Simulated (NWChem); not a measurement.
Species: DMSO (C2H6OS); SMILES CS(C)=O

Program: NWChem. Pople sets run with spherical d functions. Structure relaxed at the PBE0/def2-SVP level. Computed dipoles belong to the equilibrium geometry; the measured one is vibrationally averaged.

Measured dipole moment: 3.96 D (NIST CCCBDB, as tabulated in the package chemicals).

| level | dipole moment (D) | computed − measured | relative time (rough) |
|---|---|---|---|
| B3LYP/STO-3G | 2.62 | -1.34 | 1 |
| B3LYP/3-21G | 3.70 | -0.26 | 1 |
| B3LYP/6-31G* | 3.87 | -0.09 | 3 |
| B3LYP/6-31+G* | 4.31 | +0.35 | 4 |
| B3LYP/def2-SVP | 3.86 | -0.10 | 2 |
| B3LYP/def2-SVPD | 4.21 | +0.25 | 6 |
| B3LYP/def2-TZVP | 3.99 | +0.03 | 20 |
| B3LYP/6-311++G** | 4.35 | +0.39 | 10 |
| B3LYP/aug-cc-pVTZ | 4.09 | +0.13 | 200 |
